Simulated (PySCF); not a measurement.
First SCF of a structure search on doublet P₄⁺, at a hand-made tetrahedron geometry. PySCF input:

```python
from pyscf import gto, scf, dft
mol = gto.M(atom='''
P      0.784900     0.784900     0.784900
P      0.784900    -0.784900    -0.784900
P     -0.784900     0.784900    -0.784900
P     -0.784900    -0.784900     0.784900''',
    basis={'P': 'def2-TZVP'},
    charge=1, spin=1)
mf = dft.UKS(mol, xc='PBE0')
mf.grids.atom_grid = (50, 194)
aux = {'P': 'def2-universal-JKFIT'}
mf = mf.density_fit(auxbasis=aux)
mf.conv_tol = 1e-08
mf.diis_space = 10
mf.max_cycle = 60
mf.init_guess = 'minao'
mf.verbose = 4
mf.kernel()
```

Excerpt of the output (cycles alone):

```
init E= -1365.57720647573
cycle= 1 E= -1364.63701578868  delta_E= 0.94  |g|= 0.209  |ddm|= 1.57
cycle= 2 E= -1364.64831512938  delta_E= -0.0113  |g|= 0.144  |ddm|= 0.405
cycle= 3 E= -1364.65631050325  delta_E= -0.008  |g|= 0.0365  |ddm|= 0.154
cycle= 4 E= -1364.65700206633  delta_E= -0.000692  |g|= 0.00715  |ddm|= 0.0324
cycle= 5 E= -1364.6570482179  delta_E= -4.62e-05  |g|= 0.002  |ddm|= 0.0117
cycle= 6 E= -1364.65705413773  delta_E= -5.92e-06  |g|= 0.000866  |ddm|= 0.00401
cycle= 7 E= -1364.65705584789  delta_E= -1.71e-06  |g|= 0.000354  |ddm|= 0.00213
cycle= 8 E= -1364.65705700807  delta_E= -1.16e-06  |g|= 0.000267  |ddm|= 0.00226
cycle= 9 E= -1364.65705773819  delta_E= -7.3e-07  |g|= 0.000233  |ddm|= 0.00159
cycle= 10 E= -1364.65705917897  delta_E= -1.44e-06  |g|= 0.000263  |ddm|= 0.00328
cycle= 11 E= -1364.65706026972  delta_E= -1.09e-06  |g|= 0.000256  |ddm|= 0.00249
cycle= 12 E= -1364.65706786999  delta_E= -7.6e-06  |g|= 0.000246  |ddm|= 0.0181
cycle= 13 E= -1364.65707619519  delta_E= -8.33e-06  |g|= 0.000249  |ddm|= 0.022
cycle= 14 E= -1364.65707408925  delta_E= 2.11e-06  |g|= 0.000304  |ddm|= 0.0058
cycle= 15 E= -1364.65708040466  delta_E= -6.32e-06  |g|= 0.00384  |ddm|= 0.127
cycle= 16 E= -1364.65709093886  delta_E= -1.05e-05  |g|= 0.00212  |ddm|= 0.0301
cycle= 17 E= -1364.65709480777  delta_E= -3.87e-06  |g|= 0.000491  |ddm|= 0.00642
cycle= 18 E= -1364.65709495682  delta_E= -1.49e-07  |g|= 0.000782  |ddm|= 0.0234
cycle= 19 E= -1364.65709563317  delta_E= -6.76e-07  |g|= 8.8e-06  |ddm|= 0.00634
cycle= 20 E= -1364.65709563279  delta_E= 3.78e-10  |g|= 2.31e-05  |ddm|= 0.000121
Extra cycle  E= -1364.65709563309  delta_E= -2.98e-10  |g|= 1.74e-05  |ddm|= 4.1e-05
converged SCF energy = -1364.65709563309  <S^2> = 0.75752133  2S+1 = 2.0075072
```

No lower solution of this spin was found from smeared starts or by a stability analysis within the unrestricted form.

The search for the lowest solution, 3 starts and the stability check together, took 14 s on 4 threads of a shared AMD EPYC 9R45 96-Core (Zen 5) host, with 148 basis functions; the process peaked at 0.64 GiB. Launch command: `OMP_NUM_THREADS=4 python axn.py task.json out`.
